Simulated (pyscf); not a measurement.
Single points on ωB97X-D3(BJ)/def2-SVP structures (PySCF, gas phase). Correlated levels are frozen-core, on RHF or UHF. ΔMP2 is the change of the MP2 total energy from the triple- to the quadruple-zeta basis.

### Question
How much does it cost (ΔH, 298 K, CCSD(T)/def2-TZVPP + ΔMP2(QZVPP)) to split HO–As=AsH (SMILES O[As]=[AsH]) at its As–O bond into OH• + •As=AsH?

### Answer
As–O to OH• + •As=AsH: 3.46 eV. The radicals are drawn with the spin at the cut bond; how far it spreads was not checked. The CCSD(T) − MP2 part came from Ansatz, without density fitting, on the same reference. A UHF reference is spin-contaminated (<S²> up to 1.35), which harms MP2 most. The frozen core leaves the outer d or s,p core shells of the metals and heavy elements correlated in the MP2 and CC values, and def2-TZVPP describes them poorly, which can shift differences by a few kcal/mol. Left out: the spin-orbit lowering of OH. Elements up to Kr have no core potential and no relativistic terms here.
